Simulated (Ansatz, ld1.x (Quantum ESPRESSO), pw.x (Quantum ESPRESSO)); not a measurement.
## From atom to crystal: TM potential for technetium

| Property | Result |
| --- | --- |
| Element | Tc |
| Generator | ld1.x (Quantum ESPRESSO) 7.5 |
| Type | norm-conserving Troullier–Martins (Kleinman–Bylander form) |
| Functional | PBEsol |
| Relativity | scalar-relativistic |
| Frozen core | [Kr] |
| Valence charge | 7 |
| Reference configuration | 4d5 5s1 5p1 |
| Partial waves | 5p (bound): rc 2.75 bohr; 4d (bound): rc 1.50 bohr; 4f channel at -0.1 Ry: rc 2.50 bohr; 5s (bound): rc 2.20 bohr |
| Local potential | the s channel |
| Core correction | none |

Crystal test: bcc Tc in pw.x 7.5, no spin, 15³ k-points, Fermi–Dirac smearing 0.01 Ry, cutoffs 75/300 Ry. The reference is all-electron LAPW (Ansatz 0.2.0) with the same functional, mesh and smearing; V0 and B0 come from Birch–Murnaghan fits to the pressures at five volumes. Errors are pseudo minus all-electron; Δ is the rms difference of the E(V) curves that follow from these fits, minima aligned, over ±6 % about the mean V0. Mesh and smearing are coarse, so the numbers serve the comparison and aren't converged zero-temperature values; the lattice is a test structure that the element need not adopt.

All-electron: a0 = 3.051 Å (V0 = 14.20 Å³/atom), B0 = 316.6 GPa.

Q: How far does the potential miss the all-electron equation of state?

A: mean pressure error (GPa): +8.77; a0 (Å): 3.080; a0 error (%): +0.93; B0 error (%): -6.4; Δ (meV/atom): 26.7. The largest radius (2.75 bohr) exceeds half the bond length (2.50 bohr), so the spheres overlap, which is one possible source of error among others. This is a poor potential for the solid.

| V (Å³/atom) | P all-electron (GPa) | P pseudo (GPa) |
| --- | --- | --- |
| 13.494 | 18.26 | 27.89 |
| 13.849 | 8.52 | 17.72 |
| 14.204 | 0.02 | 8.79 |
| 14.559 | -7.38 | 0.96 |
| 14.914 | -13.82 | -5.91 |

Q: At the middle volume, how do free energy and pressure move when the wave cutoff is lowered (ecutrho kept at four times it)?

A:

| cutoff (Ry) | shift of F (meV/atom) | shift of P (GPa) |
| --- | --- | --- |
| 34 | +1544.5 | -70.25 |
| 45 | +198.0 | -13.31 |
| 60 | +5.8 | -0.71 |

Input at the middle volume:

```
&control
  calculation='scf', prefix='x', pseudo_dir='./', outdir='./tmp', tstress=.true., disk_io='low'
/
&system
  ibrav=0, nat=1, ntyp=1, ecutwfc=75, ecutrho=300, nbnd=11,
  occupations='smearing', smearing='fd', degauss=0.01
/
&electrons
  conv_thr=1e-09, mixing_beta=0.4, electron_maxstep=70
/
ATOMIC_SPECIES
Tc 1.0 Tc.UPF
CELL_PARAMETERS angstrom
  -1.52563353 1.52563353 1.52563353
  1.52563353 -1.52563353 1.52563353
  1.52563353 1.52563353 -1.52563353
ATOMIC_POSITIONS crystal
Tc 0.0000 0.0000 0.0000
K_POINTS automatic
15 15 15 0 0 0
```

```bash
pw.x < Tc.scf.in > Tc.scf.out
```

Lines of the output:

```
Message from routine setup:
     using ibrav=0 with symmetry is DISCOURAGED, use correct ibrav instead
     lattice parameter (alat)  =       4.9936  a.u.
     unit-cell volume          =      95.8533 (a.u.)^3
     number of electrons       =         7.00
     number of Kohn-Sham states=           11
     kinetic-energy cutoff     =      75.0000  Ry
     charge density cutoff     =     300.0000  Ry
     scf convergence threshold =      1.0E-09
     Exchange-correlation= PBESOL
     number of k points=   120  Fermi-Dirac smearing, width (Ry)=  0.0100
     iteration #  1     ecut=    75.00 Ry     beta= 0.40
     total energy              =     -23.58377036 Ry
     estimated scf accuracy    <       0.05532599 Ry
     iteration #  2     ecut=    75.00 Ry     beta= 0.40
     total energy              =     -23.58566540 Ry
     estimated scf accuracy    <       0.00632255 Ry
     iteration #  3     ecut=    75.00 Ry     beta= 0.40
     total energy              =     -23.58667377 Ry
     estimated scf accuracy    <       0.00031662 Ry
     iteration #  4     ecut=    75.00 Ry     beta= 0.40
     total energy              =     -23.58669532 Ry
     estimated scf accuracy    <       0.00001278 Ry
     iteration #  5     ecut=    75.00 Ry     beta= 0.40
     total energy              =     -23.58669860 Ry
     estimated scf accuracy    <       0.00000057 Ry
     iteration #  6     ecut=    75.00 Ry     beta= 0.40
     total energy              =     -23.58669876 Ry
     estimated scf accuracy    <       0.00000003 Ry
     iteration #  7     ecut=    75.00 Ry     beta= 0.40
     the Fermi energy is    16.2518 ev
!    total energy              =     -23.58669877 Ry
     estimated scf accuracy    <          6.2E-11 Ry
     smearing contrib. (-TS)   =      -0.00597933 Ry
     The total energy is F=E-TS. E is the sum of the following terms:
     one-electron contribution =      11.80036323 Ry
     hartree contribution      =       0.93501024 Ry
     xc contribution           =      -5.38986815 Ry
     ewald contribution        =     -30.92622477 Ry
     convergence has been achieved in   7 iterations
          total   stress  (Ry/bohr**3)                   (kbar)     P=       87.93
```

The run at the middle volume (120 k-points, 7 iterations) took about 17 s on one core of a shared host (Neoverse-V1, 32 threads, 247 GiB, load 28).
